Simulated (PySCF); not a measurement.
System (SMILES): OCl (OH-Cl).
Geometry (B3LYP-D3(BJ)/def2-TZVP, fixed):
```xyz
3

O      0.0220     1.1044    -0.0012
H     -0.9233     1.3146     0.0160
Cl     0.0439    -0.5970    -0.0004
```
Charge 0, spin multiplicity 1.

Basis-set convergence of the mean static polarisability at HF with PySCF. All functions are spherical. Density fitting with generated auxiliary sets. No added dispersion term, no relativity. Reference: the value in aug-pcseg-3, 21.99 bohr³, itself unsure by roughly 0.5 % (its mean distance from aug-cc-pV(Q+d)Z, aug-pcseg-2, aug-cc-pV(T+d)Z). Deviations are taken from unrounded values. Cost is core time over that of 6-311++G(3df,3pd), rough, on shared machines of one kind; a dash marks a row that isn't timed (too short, read off another run, short of memory, by another algorithm or on other hardware).

```csv
basis,functions,mean static polarisability (bohr³),minus reference (%),cost
6-31G**,37,13.70,-37.7,-
def2-SVP,37,13.34,-39.3,-
pcseg-1,37,14.15,-35.7,-
cc-pV(D+d)Z,42,13.43,-38.9,-
6-311+G**,58,16.05,-27.0,-
def2-SVPD,58,21.37,-2.8,-
Sadlej pVTZ,65,21.91,-0.3,-
"6-311++G(2d,2p)",72,18.55,-15.6,-
pcseg-2,78,15.92,-27.6,-
cc-pV(T+d)Z,83,16.92,-23.1,-
def2-TZVPD,95,21.94,-0.2,-
"6-311++G(3df,3pd)",104,21.04,-4.3,1×
aug-cc-pV(T+d)Z,124,21.78,-1.0,0.6×
cc-pV(Q+d)Z,149,19.27,-12.3,0.9×
def2-QZVPP,157,19.59,-10.9,1×
def2-QZVPPD,178,21.97,-0.1,2×
aug-cc-pV(Q+d)Z,215,21.97,-0.1,3×
pcseg-4,267,21.46,-2.4,10×
```
